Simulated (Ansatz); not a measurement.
Input file:

```yaml
crystal:
  periodic: [false, false, false]
  atoms:
    - {symbol: Al, position_ang: [0.008799, -0.080504, -0.000522]}
    - {symbol: H, position_ang: [-0.156076, 1.093710, -1.221809]}
    - {symbol: H, position_ang: [-0.079455, 1.061287, 1.235772]}
basis:
  gaussian: {orbitals: def2-mTZVP}
total_charge: -1
correlation: {method: fic_mrcisd_q, electrons: outside_noble_gas, active_space: {window: {electrons: 6, orbitals: 6}}}
```

```sh
$ ansatz run in.yaml --threads 1 --pin off --events-out ev --progress --plain --max-ram 2393MiB
```

Log:

```
266 factors; integrals over basis functions are off by at most 5.6e-4 eV
mean field evaluation 1: about -6612.5283 eV, gradient 7.6e0 eV
mean field evaluation 2: about -6612.5288 eV, gradient 7.6e0 eV
mean field evaluation 4: about -6612.9310 eV, gradient 7.2e-1 eV
mean field evaluation 8: about -6612.9353 eV, gradient 1.2e-5 eV
mean field -6612.93527052 eV, -243.0208887831 hartree, gradient 2.4e-6 eV, S^2 0.000000; 0 other end points of the search recorded, 0 dependent functions left out; unrestricted orbitals would lower it
reference -6612.93527052 eV, -243.0208887831 hartree; 8, 8 occupied and 20, 20 virtual orbitals, 266 factors
state -6614.02232284 eV, -243.0608372192 hartree
contracted CI cycle   1: correlation 0.00000000 eV, 0.0000000000 hartree, residual 6.12e0 eV
contracted CI cycle   2: correlation -0.82558656 eV, -0.0303397464 hartree, residual 1.97e0 eV
contracted CI cycle   3: correlation -0.89199782 eV, -0.0327803151 hartree, residual 5.57e-1 eV
contracted CI cycle   4: correlation -0.89799984 eV, -0.0330008854 hartree, residual 2.40e-1 eV
contracted CI cycle   5: correlation -0.89889157 eV, -0.0330336560 hartree, residual 6.47e-2 eV
contracted CI cycle   6: correlation -0.89897504 eV, -0.0330367233 hartree, residual 2.29e-2 eV
contracted CI cycle   7: correlation -0.89898492 eV, -0.0330370865 hartree, residual 7.57e-3 eV
contracted CI cycle   8: correlation -0.89898592 eV, -0.0330371230 hartree, residual 2.43e-3 eV
contracted CI cycle   9: correlation -0.89898602 eV, -0.0330371268 hartree, residual 7.71e-4 eV
state -6614.02232284 eV, -243.0608372192 hartree; corrected -6614.94746734 eV, -243.0948356524 hartree
Total energy: -6614.94746734 eV, -243.0948356524 hartree
```

Natural occupations: 1.9806 1.9731 1.9301 0.0673 0.0248 0.0242.

Ran on 1 thread of Intel Xeon, shared host: 2.4 s wall, 0.2 GiB peak host memory.
